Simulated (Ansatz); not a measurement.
methanethiol (SMILES CS) moved off its minimum; all values from Ansatz (an electronic-structure program), cores frozen in correlated methods.
(charge 0, multiplicity 1)
```xyz
6

C     -1.04811    -0.37670    -0.00662
S      0.60112     0.31639    -0.03745
H     -1.28650    -0.91202     1.05052
H     -1.80009     0.33506     0.02302
H     -1.16297    -1.21515    -0.75372
H      1.27648    -0.77596     0.16222
```

Forces at r2SCAN/def2-TZVPP (eV/Å):

| atom | Fx | Fy | Fz |
|---|---|---|---|
| C1 | 0.507 | -4.378 | 2.480 |
| S2 | -0.459 | 1.555 | -0.245 |
| H3 | 0.862 | 0.975 | -2.108 |
| H4 | -1.185 | 1.666 | -0.819 |
| H5 | -0.205 | 1.288 | 0.492 |
| H6 | 0.480 | -1.107 | 0.201 |

Q: Give the forces (eV/Å), the total energy and the dipole at CCSD(T)/aug-cc-pV(T+d)Z.

A: 
```
atom      Fx      Fy      Fz
----  ------  ------  ------
C1     0.344  -4.474   2.532
S2    -0.270   1.540  -0.237
H3     0.904   0.975  -2.104
H4    -1.220   1.709  -0.849
H5    -0.187   1.294   0.466
H6     0.428  -1.044   0.192
```
Energy -438.1648 hartree, dipole 1.45 D.
